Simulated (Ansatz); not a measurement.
A nudged elastic band was laid between two geometries of C4H9N (14 atoms, charge 0, multiplicity 1).

These are results of RKS B3LYP-D4/def2-mTZVP (Ansatz), not measurements.

```yaml
movable_images: 5
climbing_image: yes
spring: 5.0 eV/Å²
optimiser: quadratic models (default)
start_path: through a guess of the saddle point
force_threshold: 0.03 eV/Å
iteration_limit: 60
end_points: relaxed
```

Initial state:

```xyz
14
Properties=species:S:1:pos:R:3
C -1.292 -0.160 0.641
C 0.145 -0.122 0.203
C 1.138 -0.700 1.172
C 0.545 0.347 -0.984
N -0.257 0.796 -2.044
H -1.706 -1.173 0.577
H -1.386 0.152 1.686
H -1.942 0.491 0.053
H 1.110 -0.176 2.134
H 0.924 -1.754 1.386
H 2.158 -0.643 0.790
H 1.601 0.329 -1.233
H 0.156 1.559 -2.567
H -1.208 1.025 -1.786
```

Final state:

```xyz
14
Properties=species:S:1:pos:R:3
C -1.293 -0.170 0.636
C 0.145 -0.127 0.201
C 1.127 -0.785 1.128
C 0.563 0.488 -0.911
N -0.197 1.253 -1.807
H -1.557 -1.166 1.004
H -1.487 0.529 1.457
H -1.996 0.071 -0.164
H 1.109 -0.326 2.123
H 0.895 -1.846 1.272
H 2.149 -0.715 0.753
H 1.622 0.487 -1.151
H 0.106 1.170 -2.769
H -1.197 1.109 -1.742
```

Task: Which bonds break or form, and what moves?

Result: No bond is made or broken. The height of N5 over the plane of its neighbours goes from -0.31 to 0.31 Å. The two ends are copies of one structure, up to a mirror image or an exchange of like atoms.

Task: Give the energies along the band, and the barrier.

Result: It converged. The highest image is number 3 of 0 to 6, 7.4 kJ/mol above the ends, which have the same energy within 2 meV. A vibrational analysis at the climbing image gives 2 clearly imaginary modes (520i, 65i cm⁻¹): a point of higher order, so a lower path passes nearby.

```json
{"image": "0", "path coordinate (Å)": "0.00", "energy (kJ/mol)": "0.0", "height of N5 over the plane of its neighbours (Å)": "-0.31"}
{"image": "1", "path coordinate (Å)": "0.25", "energy (kJ/mol)": "0.1", "height of N5 over the plane of its neighbours (Å)": "-0.31"}
{"image": "2", "path coordinate (Å)": "0.51", "energy (kJ/mol)": "1.4", "height of N5 over the plane of its neighbours (Å)": "-0.25"}
{"image": "3", "path coordinate (Å)": "0.76", "energy (kJ/mol)": "7.4", "height of N5 over the plane of its neighbours (Å)": "0.00"}
{"image": "4", "path coordinate (Å)": "1.00", "energy (kJ/mol)": "1.8", "height of N5 over the plane of its neighbours (Å)": "0.24"}
{"image": "5", "path coordinate (Å)": "1.23", "energy (kJ/mol)": "0.1", "height of N5 over the plane of its neighbours (Å)": "0.31"}
{"image": "6", "path coordinate (Å)": "1.47", "energy (kJ/mol)": "0.0", "height of N5 over the plane of its neighbours (Å)": "0.31"}
```

Task: What is the geometry of the highest image?

Result: 
```xyz
14
Properties=species:S:1:pos:R:3
C -1.295 -0.176 0.659
C 0.139 -0.131 0.213
C 1.133 -0.748 1.154
C 0.541 0.418 -0.941
N -0.231 1.024 -1.914
H -1.624 -1.207 0.830
H -1.433 0.356 1.607
H -1.990 0.265 -0.059
H 1.115 -0.262 2.137
H 0.919 -1.809 1.331
H 2.153 -0.678 0.771
H 1.597 0.409 -1.188
H 0.193 1.401 -2.741
H -1.228 1.108 -1.831
```

The run took 2.3 min on 2 threads of Arm Neoverse V1 (shared host), peak memory 0.27 GiB.
